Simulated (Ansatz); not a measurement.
Worked example: HAl–C–O⁺, doublet against HAl–C–O, triplet

Geometry (PBE0/def2-TZVP stationary point of a triplet), kept for both states (HAl–C–O, triplet: A''; HAl–C–O⁺, doublet: A'):

```xyz
4

Al    0.0000   -0.1061    1.2725
C     0.0000    0.0837   -0.6437
O     0.0000    0.0363   -1.7922
H     0.0000    1.2690    2.0556
```

Basis cc-pVDZ; Ansatz 0.2.0. Correlated methods freeze the noble-gas cores. Prefix R: restricted or restricted open-shell reference; prefix U: unrestricted.

Full CI isn't at hand for all of this; UCCSDT(Q) serves as the reference, and is uncertain by about the last step of the cluster series.

```json
{"level": "UHF", "E(HAl–C–O, triplet) (hartree)": "-355.180059", "E(HAl–C–O⁺, doublet) (hartree)": "-354.928394"}
{"level": "UMP2", "E(HAl–C–O, triplet) (hartree)": "-355.519524", "E(HAl–C–O⁺, doublet) (hartree)": "-355.268676"}
{"level": "UCCSD(T)", "E(HAl–C–O, triplet) (hartree)": "-355.551637", "E(HAl–C–O⁺, doublet) (hartree)": "-355.295448"}
{"level": "PBE", "E(HAl–C–O, triplet) (hartree)": "-356.025638", "E(HAl–C–O⁺, doublet) (hartree)": "-355.753536"}
{"level": "B3LYP", "E(HAl–C–O, triplet) (hartree)": "-356.304025", "E(HAl–C–O⁺, doublet) (hartree)": "-356.033301"}
{"level": "UCCSDT(Q)", "E(HAl–C–O, triplet) (hartree)": "-355.554234", "E(HAl–C–O⁺, doublet) (hartree)": "-355.297859"}
```

**Question.** Give the vertical gap, HAl–C–O⁺ doublet less HAl–C–O triplet, at each level in eV (1 hartree = 27.2114 eV), and each error against UCCSDT(Q).

**Answer.** UCCSDT(Q): (-355.297859 − (-355.554234)) × 27.2114 = 6.976 eV (the reference)
B3LYP: (-356.033301 − (-356.304025)) × 27.2114 = 7.367 eV, error 0.391 eV
PBE: (-355.753536 − (-356.025638)) × 27.2114 = 7.404 eV, error 0.428 eV
UCCSD(T): (-355.295448 − (-355.551637)) × 27.2114 = 6.971 eV, error -0.005 eV
UMP2: (-355.268676 − (-355.519524)) × 27.2114 = 6.826 eV, error -0.150 eV
UHF: (-354.928394 − (-355.180059)) × 27.2114 = 6.848 eV, error -0.128 eV

Total energies of functionals can't be set beside those of wave-function methods, since they hold the core's correlation and their own absolute errors; only the differences compare.

In so small a basis the reference is far from its limit while semilocal and hybrid functionals are nearer theirs, so the functionals' errors here hold much of the reference's basis and frozen-core error, which can add to them or hide them.

Each level lands on the state that its own search finds. T1 diagnostics of restricted CCSD: 0.026 and 0.025.
